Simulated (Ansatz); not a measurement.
A made-up structure of CH4AlS, doublet:

| atom | x (Å) | y (Å) | z (Å) |
| --- | --- | --- | --- |
| C1 | -0.7743 | 0.5081 | -0.2280 |
| Al2 | 0.8848 | -0.4474 | 0.1316 |
| S3 | 0.9220 | -2.0269 | 1.6266 |
| H4 | -0.6467 | 1.5755 | -0.0220 |
| H5 | 0.2617 | -0.5127 | 1.5165 |
| H6 | -1.0419 | 0.4163 | -1.2853 |
| H7 | 2.2671 | -0.1689 | -0.5926 |

It is relaxed with PBE-D4/def2-SVP and then PBE0-D4/def2-TZVP (Ansatz 0.2.0). Atoms count as bonded within 1.22 times the sum of their covalent radii (H–H: 0.88 Å). The end point is not checked to be a true minimum.

(1) Does its bonding change? (A judgement: the text doesn't fix the answer.)

## Answers

(1) By the calculation: Yes. Formed: none; broken: Al2–H5.

Where it ends: The first stage lowers the energy by 2.35 eV in 14 steps. It ends as CH₄AlS ([CH2][AlH][SH]):
```tsv
atom	x (Å)	y (Å)	z (Å)
C1	-0.5017	0.6821	-0.5051
Al2	1.0209	-0.4096	-0.0929
S3	1.1349	-1.4185	1.8443
H4	-1.3399	0.8499	0.1688
H5	-0.0454	-0.9332	2.2662
H6	-0.6247	1.2086	-1.4502
H7	2.2288	-0.6351	-1.0843
```

Labels in which every atom is bracketed show which atoms are joined, not bond orders.

For scale, one of the runs: PBE0-D4/def2-TZVP relaxation, 129 basis functions, launched by `ansatz run in.yaml --threads 2 --pin off --events-out ev --progress --plain --max-ram 4352MiB`. Hardware: 2 CPU threads of an Arm Neoverse V2, shared host. Wall time about 19 s.
